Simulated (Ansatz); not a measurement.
# BF2H: the cost of one run

All numbers below are computed with Ansatz 0.2.0 (RKS B3LYP/def2-TZVP).

**1. The system as given**

Bond lengths: B1–F3 1.520 Å, B1–F4 1.320 Å. Angles: F3–B1–F4 155.3°.

As a file:

```xyz
4

B     0.0000    0.0000    0.0000
H     0.7533    0.0000    1.1682
F     1.5135    0.0000    0.1406
F    -1.1431    0.0000   -0.6600
```

**2. Pulling towards end A**

Springs on the bonds that form and break draw the guess towards this end; the thresholds are loose.

The input, input.yaml:

```yaml
crystal:
  periodic: [false, false, false]
  atoms:
    - { symbol: B, position_ang: [0.0, 0.0, 0.0] }
    - { symbol: H, position_ang: [0.7533, 0.0, 1.1682] }
    - { symbol: F, position_ang: [1.5135, 0.0, 0.1406] }
    - { symbol: F, position_ang: [-1.1431, 0.0, -0.66] }
basis:
  gaussian: { orbitals: def2-TZVP }
hamiltonian:
  xc: b3lyp
relax:
  f_tol: 0.15
  max_steps: 25
  restrain:
    - { distance: [1, 2], at: 2.12, k: 30.0 }
    - { distance: [0, 1], at: 1.19, k: 30.0 }
    - { distance: [0, 2], at: 1.32, k: 30.0 }
```

Command:

```sh
ansatz run input.yaml --threads 2 --pin off --max-ram 3072MiB --backend cpu --events-out ev --progress --plain --runs-dir out
```

Q: Estimate wall time and peak memory on 2 threads of Arm Neoverse V2, shared host.

About 5 s, with a peak of 0.13 GiB.
